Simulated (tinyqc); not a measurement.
Worked calculation (part 1 of 2): RKS/PBE in the sto-6g basis, for H2O, spin multiplicity 1. Computed by tinyqc, a small Python program that keeps every step (integrals from PySCF). Settings: charge = 0, multiplicity = 1, basis = sto-6g, energy threshold = 1e-08, iteration cap = 69, orthogonalisation = symmetric, start = atomic densities, DIIS depth = 0, method = RKS, functional = pbe,pbe, grid = [40, 86]. Command: `OMP_NUM_THREADS=1 python tinyqc.py 20775 20776 out.jsonl` (the two numbers bound the seeds that draw the settings). One thread of a shared host (Intel(R) Xeon(R) Processor @ 2.60GHz), about 3 s of CPU time with the checks. Later iterations appear only in the table of the cycle.

## One-electron integrals

Geometry (angstrom):

| atom | x | y | z |
|---|---|---|---|
| O | 0.0000 | 0.0000 | 0.0000 |
| H | 0.0000 | 0.8830 | 0.6750 |
| H | 0.0000 | -0.9210 | 0.7040 |

Basis sto-6g: exponents (1/bohr^2) and contraction coefficients of normalised primitives:

| element | l (shell) | exponent | coefficient |
|---|---|---|---|
| O | s (1) | 1355.5842 | 0.0092 |
| O | s (1) | 248.5449 | 0.0494 |
| O | s (1) | 69.5339 | 0.1685 |
| O | s (1) | 23.8868 | 0.3706 |
| O | s (1) | 9.2759 | 0.4165 |
| O | s (1) | 3.8203 | 0.1303 |
| O | s (2) | 52.1878 | -0.0133 |
| O | s (2) | 10.3293 | -0.0470 |
| O | s (2) | 3.2103 | -0.0338 |
| O | s (2) | 1.2351 | 0.2502 |
| O | s (2) | 0.5364 | 0.5951 |
| O | s (2) | 0.2459 | 0.2407 |
| O | p (3) | 52.1878 | 0.0038 |
| O | p (3) | 10.3293 | 0.0377 |
| O | p (3) | 3.2103 | 0.1739 |
| O | p (3) | 1.2351 | 0.4180 |
| O | p (3) | 0.5364 | 0.4259 |
| O | p (3) | 0.2459 | 0.1017 |
| H | s (1) | 35.5232 | 0.0092 |
| H | s (1) | 6.5131 | 0.0494 |
| H | s (1) | 1.8221 | 0.1685 |
| H | s (1) | 0.6260 | 0.3706 |
| H | s (1) | 0.2431 | 0.4165 |
| H | s (1) | 0.1001 | 0.1303 |

Overlap, kinetic and nuclear-attraction integrals over the contracted functions; the nuclear repulsion is the sum of Za Zb / Rab.

nuclear repulsion = 7.754087 hartree

overlap S:
```
         1O 1s   1O 2s  1O 2px   1O 2py  1O 2pz   2H 1s    3H 1s
1O 1s   1.0000  0.2311  0.0000   0.0000  0.0000  0.0389   0.0348
1O 2s   0.2311  1.0000  0.0000   0.0000  0.0000  0.3818   0.3549
1O 2px  0.0000  0.0000  1.0000   0.0000  0.0000  0.0000   0.0000
1O 2py  0.0000  0.0000  0.0000   1.0000  0.0000  0.2667  -0.2522
1O 2pz  0.0000  0.0000  0.0000   0.0000  1.0000  0.2039   0.1928
2H 1s   0.0389  0.3818  0.0000   0.2667  0.2039  1.0000   0.1631
3H 1s   0.0348  0.3549  0.0000  -0.2522  0.1928  0.1631   1.0000
```

kinetic energy T (hartree):
```
          1O 1s    1O 2s  1O 2px   1O 2py  1O 2pz    2H 1s    3H 1s
1O 1s   29.3272  -0.8960  0.0000   0.0000  0.0000  -0.0060  -0.0064
1O 2s   -0.8960   0.8426  0.0000   0.0000  0.0000   0.0658   0.0512
1O 2px   0.0000   0.0000  2.5313   0.0000  0.0000   0.0000   0.0000
1O 2py   0.0000   0.0000  0.0000   2.5313  0.0000   0.1422  -0.1216
1O 2pz   0.0000   0.0000  0.0000   0.0000  2.5313   0.1087   0.0929
2H 1s   -0.0060   0.0658  0.0000   0.1422  0.1087   0.7685  -0.0082
3H 1s   -0.0064   0.0512  0.0000  -0.1216  0.0929  -0.0082   0.7685
```

nuclear attraction V (hartree):
```
           1O 1s    1O 2s   1O 2px   1O 2py   1O 2pz    2H 1s    3H 1s
1O 1s   -62.1909  -6.3668   0.0000  -0.0008  -0.0142  -1.2236  -1.0944
1O 2s    -6.3668  -9.9288   0.0000  -0.0083  -0.1650  -2.9095  -2.6672
1O 2px    0.0000   0.0000  -9.8727   0.0000   0.0000   0.0000   0.0000
1O 2py   -0.0008  -0.0083   0.0000  -9.9781  -0.0044  -1.8006   1.6705
1O 2pz   -0.0142  -0.1650   0.0000  -0.0044  -9.9343  -1.4191  -1.3185
2H 1s    -1.2236  -2.9095   0.0000  -1.8006  -1.4191  -5.2664  -0.9379
3H 1s    -1.0944  -2.6672   0.0000   1.6705  -1.3185  -0.9379  -5.1251
```

core Hamiltonian H = T + V (hartree):
```
           1O 1s    1O 2s   1O 2px   1O 2py   1O 2pz    2H 1s    3H 1s
1O 1s   -32.8637  -7.2629   0.0000  -0.0008  -0.0142  -1.2295  -1.1008
1O 2s    -7.2629  -9.0861   0.0000  -0.0083  -0.1650  -2.8437  -2.6161
1O 2px    0.0000   0.0000  -7.3414   0.0000   0.0000   0.0000   0.0000
1O 2py   -0.0008  -0.0083   0.0000  -7.4468  -0.0044  -1.6584   1.5489
1O 2pz   -0.0142  -0.1650   0.0000  -0.0044  -7.4030  -1.3104  -1.2255
2H 1s    -1.2295  -2.8437   0.0000  -1.6584  -1.3104  -4.4979  -0.9461
3H 1s    -1.1008  -2.6161   0.0000   1.5489  -1.2255  -0.9461  -4.3566
```

## Two-electron integrals

Functions are numbered as in S; the eight-fold symmetry (ij|kl) = (ji|kl) = (kl|ij) leaves the list below.

Two-electron integrals (ij|kl) in chemists' order, unique and non-zero (hartree):
```
(11|11) 4.7875      (21|11) 0.6759      (21|21) 0.1215      (22|11) 1.1174
(22|21) 0.2492      (22|22) 0.8174      (31|31) 0.0258      (32|31) 0.0391
(32|32) 0.1807      (33|11) 1.1174      (33|21) 0.2492      (33|22) 0.8174
(33|33) 0.8807      (41|41) 0.0258      (42|41) 0.0391      (42|42) 0.1807
(43|43) 0.0475      (44|11) 1.1174      (44|21) 0.2492      (44|22) 0.8174
(44|33) 0.7857      (44|44) 0.8807      (51|51) 0.0258      (52|51) 0.0391
(52|52) 0.1807      (53|53) 0.0475      (54|54) 0.0475      (55|11) 1.1174
(55|21) 0.2492      (55|22) 0.8174      (55|33) 0.7857      (55|44) 0.7857
(55|55) 0.8807      (61|11) 0.1210      (61|21) 0.0209      (61|22) 0.0419
(61|33) 0.0418      (61|41) 0.0008      (61|42) 0.0016      (61|44) 0.0420
(61|51) 0.0006      (61|52) 0.0012      (61|54) 1.29e-04    (61|55) 0.0419
(61|61) 0.0036      (62|11) 0.3074      (62|21) 0.0696      (62|22) 0.2544
(62|33) 0.2501      (62|41) 0.0044      (62|42) 0.0334      (62|44) 0.2583
(62|51) 0.0034      (62|52) 0.0256      (62|54) 0.0062      (62|55) 0.2549
(62|61) 0.0120      (62|62) 0.1005      (63|31) 0.0076      (63|32) 0.0431
(63|43) 0.0068      (63|53) 0.0052      (63|63) 0.0138      (64|11) 0.1814
(64|21) 0.0416      (64|22) 0.1623      (64|33) 0.1551      (64|41) 0.0098
(64|42) 0.0630      (64|44) 0.1738      (64|51) 0.0018      (64|52) 0.0152
(64|54) 0.0090      (64|55) 0.1580      (64|61) 0.0075      (64|62) 0.0779
(64|64) 0.0736      (65|11) 0.1387      (65|21) 0.0318      (65|22) 0.1241
(65|33) 0.1186      (65|41) 0.0018      (65|42) 0.0152      (65|44) 0.1224
(65|51) 0.0089      (65|52) 0.0547      (65|54) 0.0098      (65|55) 0.1312
(65|61) 0.0057      (65|62) 0.0596      (65|64) 0.0457      (65|65) 0.0487
(66|11) 0.4664      (66|21) 0.1075      (66|22) 0.4509      (66|33) 0.4334
(66|41) 0.0085      (66|42) 0.0885      (66|44) 0.4665      (66|51) 0.0065
(66|52) 0.0677      (66|54) 0.0253      (66|55) 0.4528      (66|61) 0.0187
(66|62) 0.2311      (66|64) 0.2042      (66|65) 0.1561      (66|66) 0.7750
(71|11) 0.1083      (71|21) 0.0187      (71|22) 0.0375      (71|33) 0.0374
(71|41) -0.0007     (71|42) -0.0014     (71|44) 0.0376      (71|51) 0.0006
(71|52) 0.0011      (71|54) -1.15e-04   (71|55) 0.0375      (71|61) 0.0032
(71|62) 0.0104      (71|64) 0.0059      (71|65) 0.0050      (71|66) 0.0160
(71|71) 0.0029      (72|11) 0.2817      (72|21) 0.0638      (72|22) 0.2341
(72|33) 0.2301      (72|41) -0.0041     (72|42) -0.0310     (72|44) 0.2376
(72|51) 0.0031      (72|52) 0.0237      (72|54) -0.0058     (72|55) 0.2345
(72|61) 0.0106      (72|62) 0.0736      (72|64) 0.0396      (72|65) 0.0425
(72|66) 0.1366      (72|71) 0.0099      (72|72) 0.0860      (73|31) 0.0068
(73|32) 0.0393      (73|43) -0.0063     (73|53) 0.0048      (73|63) 0.0097
(73|73) 0.0117      (74|11) -0.1687     (74|21) -0.0387     (74|22) -0.1515
(74|33) -0.1448     (74|41) 0.0090      (74|42) 0.0579      (74|44) -0.1621
(74|51) -0.0016     (74|52) -0.0142     (74|54) 0.0084      (74|55) -0.1475
(74|61) -0.0062     (74|62) -0.0405     (74|64) -0.0127     (74|65) -0.0229
(74|66) -0.0686     (74|71) -0.0062     (74|72) -0.0677     (74|74) 0.0642
(75|11) 0.1290      (75|21) 0.0296      (75|22) 0.1158      (75|33) 0.1107
(75|41) -0.0016     (75|42) -0.0142     (75|44) 0.1143      (75|51) 0.0081
(75|52) 0.0502      (75|54) -0.0090     (75|55) 0.1224      (75|61) 0.0052
(75|62) 0.0429      (75|64) 0.0227      (75|65) 0.0340      (75|66) 0.0867
(75|71) 0.0048      (75|72) 0.0517      (75|74) -0.0402     (75|75) 0.0424
(76|11) 0.0933      (76|21) 0.0213      (76|22) 0.0849      (76|33) 0.0830
(76|41) -1.83e-05   (76|42) -2.10e-04   (76|44) 0.0846      (76|51) 0.0016
(76|52) 0.0147      (76|54) -5.23e-05   (76|55) 0.0872      (76|61) 0.0036
(76|62) 0.0333      (76|64) 0.0224      (76|65) 0.0223      (76|66) 0.0801
(76|71) 0.0033      (76|72) 0.0311      (76|74) -0.0214     (76|75) 0.0210
(76|76) 0.0141      (77|11) 0.4488      (77|21) 0.1035      (77|22) 0.4361
(77|33) 0.4195      (77|41) -0.0080     (77|42) -0.0844     (77|44) 0.4509
(77|51) 0.0061      (77|52) 0.0645      (77|54) -0.0240     (77|55) 0.4378
(77|61) 0.0172      (77|62) 0.1437      (77|64) 0.0710      (77|65) 0.0902
(77|66) 0.2913      (77|71) 0.0161      (77|72) 0.2106      (77|74) -0.1886
(77|75) 0.1442      (77|76) 0.0801      (77|77) 0.7750
```

## Orthogonalisation

S = U s U^T; symmetric (Loewdin) form X = U s^(-1/2) U^T, so that X^T S X = 1.

eigenvalues of S: 0.4531  0.5451  0.8890  1.0000  1.0964  1.2938  1.7225

X:
```
          1O 1s    1O 2s  1O 2px   1O 2py   1O 2pz    2H 1s    3H 1s
1O 1s    1.0222  -0.1316  0.0000  -0.0005  -0.0063   0.0173   0.0162
1O 2s   -0.1316   1.1427  0.0000   0.0072   0.0642  -0.2210  -0.1979
1O 2px   0.0000   0.0000  1.0000   0.0000   0.0000   0.0000   0.0000
1O 2py  -0.0005   0.0072  0.0000   1.0665   0.0034  -0.1714   0.1593
1O 2pz  -0.0063   0.0642  0.0000   0.0034   1.0338  -0.1159  -0.1057
2H 1s    0.0173  -0.2210  0.0000  -0.1714  -0.1159   1.1247  -0.0550
3H 1s    0.0162  -0.1979  0.0000   0.1593  -0.1057  -0.0550   1.1066
```

## Starting guess

The start is atomic minimal-basis densities projected into this basis (PySCF's MINAO start) and scaled to the electron count of each spin; this density is not idempotent, so its energy is not variational and may lie below the converged one.

D at the start:
```
          1O 1s    1O 2s  1O 2px   1O 2py   1O 2pz    2H 1s    3H 1s
1O 1s    2.1384  -0.4827  0.0000   0.0006   0.0126  -0.0133  -0.0130
1O 2s   -0.4827   2.0964  0.0000  -0.0040  -0.0713   0.0499   0.0505
1O 2px   0.0000   0.0000  1.3076   0.0000   0.0000   0.0000   0.0000
1O 2py   0.0006  -0.0040  0.0000   1.1858  -0.0027   0.1161  -0.1176
1O 2pz   0.0126  -0.0713  0.0000  -0.0027   1.2453   0.0668   0.0677
2H 1s   -0.0133   0.0499  0.0000   0.1161   0.0668   0.9929   0.0549
3H 1s   -0.0130   0.0505  0.0000  -0.1176   0.0677   0.0549   0.9922
```

## Iteration 1: exchange-correlation on the grid

Becke grid with 40 radial and 86 angular points per atom, points of zero weight dropped. rho = sum D_ij phi_i phi_j; V_xc,ij = sum w v_xc phi_i phi_j plus the gradient terms; v_xc is d(rho eps)/d rho at fixed gradient.

The 12 grid points with the largest w rho, of 10307 (bohr, atomic units):

| x | y | z | w | rho | \|grad rho\|^2 | eps_xc | v_xc |
|---|---|---|---|---|---|---|---|
| -0.7842 | 0.2135 | -0.7842 | 0.0315 | 0.2950 | 0.6385 | -0.5671 | -0.6920 |
| 0.7842 | 0.2135 | -0.7842 | 0.0315 | 0.2950 | 0.6385 | -0.5671 | -0.6920 |
| 0.7842 | -0.2135 | -0.7842 | 0.0315 | 0.2949 | 0.6382 | -0.5671 | -0.6919 |
| -0.7842 | -0.2135 | -0.7842 | 0.0315 | 0.2949 | 0.6382 | -0.5671 | -0.6919 |
| -0.6752 | 0.1838 | -0.6752 | 0.0210 | 0.4418 | 1.1466 | -0.6355 | -0.8007 |
| 0.6752 | 0.1838 | -0.6752 | 0.0210 | 0.4418 | 1.1466 | -0.6355 | -0.8007 |
| 0.6752 | -0.1838 | -0.6752 | 0.0210 | 0.4417 | 1.1462 | -0.6355 | -0.8006 |
| -0.6752 | -0.1838 | -0.6752 | 0.0210 | 0.4417 | 1.1462 | -0.6355 | -0.8006 |
| -1.0473 | 0.0000 | -0.4227 | 0.0313 | 0.2961 | 0.6415 | -0.5677 | -0.6930 |
| 1.0473 | 0.0000 | -0.4227 | 0.0313 | 0.2961 | 0.6415 | -0.5677 | -0.6930 |
| 0.9017 | 0.0000 | -0.3639 | 0.0209 | 0.4433 | 1.1520 | -0.6362 | -0.8017 |
| -0.9017 | 0.0000 | -0.3639 | 0.0209 | 0.4433 | 1.1520 | -0.6362 | -0.8017 |

electrons on the grid, sum of w rho = 10.0002

E_xc = sum of w rho eps_xc = -9.268900 hartree

V_xc (hartree):
```
          1O 1s    1O 2s   1O 2px   1O 2py   1O 2pz    2H 1s    3H 1s
1O 1s   -3.1023  -0.3706   0.0000   0.0000   0.0003  -0.0692  -0.0619
1O 2s   -0.3706  -0.7777   0.0000  -0.0008  -0.0094  -0.2384  -0.2185
1O 2px   0.0000   0.0000  -0.7720   0.0000   0.0000   0.0000   0.0000
1O 2py   0.0000  -0.0008   0.0000  -0.7827  -0.0005  -0.1559   0.1443
1O 2pz   0.0003  -0.0094   0.0000  -0.0005  -0.7784  -0.1223  -0.1135
2H 1s   -0.0692  -0.2384   0.0000  -0.1559  -0.1223  -0.4829  -0.0757
3H 1s   -0.0619  -0.2185   0.0000   0.1443  -0.1135  -0.0757  -0.4756
```

## Iteration 1: building the Kohn-Sham matrix

J_ij = sum D_kl (ij|kl); F = H + J + V_xc; E = tr D H + tr D J / 2 + E_xc + E_nn.

Coulomb J (hartree):
```
          1O 1s   1O 2s  1O 2px   1O 2py  1O 2pz   2H 1s    3H 1s
1O 1s   17.1944  3.0334  0.0000   0.0005  0.0114  0.5256   0.4704
1O 2s    3.0334  7.9605  0.0000   0.0041  0.1339  2.5043   2.3044
1O 2px   0.0000  0.0000  7.9268   0.0000  0.0000  0.0000   0.0000
1O 2py   0.0005  0.0041  0.0000   7.9904  0.0013  1.6075  -1.4994
1O 2pz   0.0114  0.1339  0.0000   0.0013  7.9643  1.2659   1.1815
2H 1s    0.5256  2.5043  0.0000   1.6075  1.2659  4.7116   0.8552
3H 1s    0.4704  2.3044  0.0000  -1.4994  1.1815  0.8552   4.5882
```

Kohn-Sham matrix F (hartree):
```
           1O 1s    1O 2s   1O 2px   1O 2py   1O 2pz    2H 1s    3H 1s
1O 1s   -18.7716  -4.6001   0.0000  -0.0003  -0.0025  -0.7731  -0.6923
1O 2s    -4.6001  -1.9033   0.0000  -0.0050  -0.0405  -0.5778  -0.5301
1O 2px    0.0000   0.0000  -0.1865   0.0000   0.0000   0.0000   0.0000
1O 2py   -0.0003  -0.0050   0.0000  -0.2390  -0.0035  -0.2068   0.1938
1O 2pz   -0.0025  -0.0405   0.0000  -0.0035  -0.2170  -0.1669  -0.1576
2H 1s    -0.7731  -0.5778   0.0000  -0.2068  -0.1669  -0.2691  -0.1666
3H 1s    -0.6923  -0.5301   0.0000   0.1938  -0.1576  -0.1666  -0.2440
```

total energy of this density = -76.369568 hartree

This density is the starting one; it is not idempotent, so its energy is not variational and may lie below the converged one.

## Iteration 1: diagonalisation and new density

Diagonalise F' = X^T F X, C = X C', fill 5 alpha and 5 beta electrons from the bottom; D = 2 C_occ C_occ^T. Each column has its largest component positive (the first on a tie).

F' = X^T F X (hartree):
```
          1        2        3        4        5        6        7
1  -18.4571  -2.3731   0.0000  -0.0009  -0.0198  -0.1096  -0.0896
2   -2.3731  -1.0118   0.0000   0.0036   0.0398  -0.2616  -0.2347
3    0.0000   0.0000  -0.1865   0.0000   0.0000   0.0000   0.0000
4   -0.0009   0.0036   0.0000  -0.1354   0.0014  -0.2085   0.1948
5   -0.0198   0.0398   0.0000   0.0014  -0.1644  -0.1434  -0.1318
6   -0.1096  -0.2616   0.0000  -0.2085  -0.1434  -0.0260  -0.0506
7   -0.0896  -0.2347   0.0000   0.1948  -0.1318  -0.0506  -0.0359
```

orbital energies (hartree): MO1 -18.7760, MO2 -0.8403, MO3 -0.3534, MO4 -0.2743, MO5 -0.1865, MO6 0.1714, MO7 0.2420

coefficients C:
```
            MO1      MO2      MO3      MO4     MO5      MO6      MO7
1O 1s    0.9959  -0.2368   0.0067   0.0671  0.0000   0.0979   0.0278
1O 2s    0.0182   0.9289  -0.0365  -0.3638  0.0000  -0.6196  -0.1861
1O 2px   0.0000   0.0000   0.0000   0.0000  1.0000   0.0000   0.0000
1O 2py   0.0002   0.0077   0.7047  -0.0307  0.0000   0.1952  -0.8103
1O 2pz   0.0016   0.0579   0.0340   0.8084  0.0000  -0.6414  -0.1681
2H 1s   -0.0040   0.1156   0.3796   0.2650  0.0000   0.5264   0.9248
3H 1s   -0.0036   0.1034  -0.3620   0.3013  0.0000   0.8762  -0.5508
```

D after iteration 1:
```
          1O 1s    1O 2s  1O 2px   1O 2py   1O 2pz    2H 1s    3H 1s
1O 1s    2.1051  -0.4530  0.0000   0.0019   0.0847  -0.0220  -0.0205
1O 2s   -0.4530   1.9937  0.0000  -0.0147  -0.4830  -0.0060  -0.0009
1O 2px   0.0000   0.0000  2.0000   0.0000   0.0000   0.0000   0.0000
1O 2py   0.0019  -0.0147  0.0000   0.9951  -0.0008   0.5205  -0.5271
1O 2pz   0.0847  -0.4830  0.0000  -0.0008   1.3159   0.4676   0.4745
2H 1s   -0.0220  -0.0060  0.0000   0.5205   0.4676   0.4554  -0.0912
3H 1s   -0.0205  -0.0009  0.0000  -0.5271   0.4745  -0.0912   0.4651
```

## Iteration 2: exchange-correlation on the grid

As before.

The 12 grid points with the largest w rho, of 10307 (bohr, atomic units):

| x | y | z | w | rho | \|grad rho\|^2 | eps_xc | v_xc |
|---|---|---|---|---|---|---|---|
| 0.9017 | 0.0000 | -0.3639 | 0.0209 | 0.5939 | 2.1041 | -0.6953 | -0.8828 |
| -0.9017 | 0.0000 | -0.3639 | 0.0209 | 0.5939 | 2.1041 | -0.6953 | -0.8828 |
| 1.0473 | 0.0000 | -0.4227 | 0.0313 | 0.3954 | 1.1606 | -0.6185 | -0.7639 |
| -1.0473 | 0.0000 | -0.4227 | 0.0313 | 0.3954 | 1.1606 | -0.6185 | -0.7639 |
| 0.6752 | -0.1838 | -0.6752 | 0.0210 | 0.5688 | 1.9344 | -0.6863 | -0.8702 |
| -0.6752 | -0.1838 | -0.6752 | 0.0210 | 0.5688 | 1.9344 | -0.6863 | -0.8702 |
| 0.7842 | -0.2135 | -0.7842 | 0.0315 | 0.3787 | 1.0692 | -0.6107 | -0.7527 |
| -0.7842 | -0.2135 | -0.7842 | 0.0315 | 0.3787 | 1.0692 | -0.6107 | -0.7527 |
| 0.6752 | 0.1838 | -0.6752 | 0.0210 | 0.5678 | 1.9284 | -0.6859 | -0.8697 |
| -0.6752 | 0.1838 | -0.6752 | 0.0210 | 0.5678 | 1.9284 | -0.6859 | -0.8697 |
| 0.7842 | 0.2135 | -0.7842 | 0.0315 | 0.3780 | 1.0655 | -0.6104 | -0.7522 |
| -0.7842 | 0.2135 | -0.7842 | 0.0315 | 0.3780 | 1.0655 | -0.6104 | -0.7522 |

electrons on the grid, sum of w rho = 10.0002

E_xc = sum of w rho eps_xc = -9.427174 hartree

V_xc (hartree):
```
          1O 1s    1O 2s   1O 2px   1O 2py   1O 2pz    2H 1s    3H 1s
1O 1s   -3.0937  -0.3731   0.0000   0.0001   0.0030  -0.0694  -0.0621
1O 2s   -0.3731  -0.7989   0.0000  -0.0002   0.0084  -0.2382  -0.2184
1O 2px   0.0000   0.0000  -0.8128   0.0000   0.0000   0.0000   0.0000
1O 2py   0.0001  -0.0002   0.0000  -0.7887  -0.0006  -0.1520   0.1412
1O 2pz   0.0030   0.0084   0.0000  -0.0006  -0.7951  -0.1167  -0.1084
2H 1s   -0.0694  -0.2382   0.0000  -0.1520  -0.1167  -0.4405  -0.0734
3H 1s   -0.0621  -0.2184   0.0000   0.1412  -0.1084  -0.0734  -0.4318
```

## Iteration 2: building the Kohn-Sham matrix

As before.

Coulomb J (hartree):
```
          1O 1s   1O 2s  1O 2px   1O 2py   1O 2pz   2H 1s    3H 1s
1O 1s   17.5196  3.1166  0.0000   0.0000  -0.0085  0.5386   0.4821
1O 2s    3.1166  8.2202  0.0000   0.0009   0.0194  2.5428   2.3396
1O 2px   0.0000  0.0000  8.2339   0.0000   0.0000  0.0000   0.0000
1O 2py   0.0000  0.0009  0.0000   8.2123   0.0014  1.6173  -1.5097
1O 2pz  -0.0085  0.0194  0.0000   0.0014   8.2143  1.2476   1.1647
2H 1s    0.5386  2.5428  0.0000   1.6173   1.2476  4.6259   0.8544
3H 1s    0.4821  2.3396  0.0000  -1.5097   1.1647  0.8544   4.4942
```

Kohn-Sham matrix F (hartree):
```
           1O 1s    1O 2s  1O 2px   1O 2py   1O 2pz    2H 1s    3H 1s
1O 1s   -18.4378  -4.5194  0.0000  -0.0008  -0.0198  -0.7603  -0.6808
1O 2s    -4.5194  -1.6649  0.0000  -0.0076  -0.1372  -0.5391  -0.4949
1O 2px    0.0000   0.0000  0.0797   0.0000   0.0000   0.0000   0.0000
1O 2py   -0.0008  -0.0076  0.0000  -0.0231  -0.0036  -0.1931   0.1804
1O 2pz   -0.0198  -0.1372  0.0000  -0.0036   0.0163  -0.1795  -0.1693
2H 1s    -0.7603  -0.5391  0.0000  -0.1931  -0.1795  -0.3125  -0.1650
3H 1s    -0.6808  -0.4949  0.0000   0.1804  -0.1693  -0.1650  -0.2941
```

total energy of this density = -75.886369 hartree
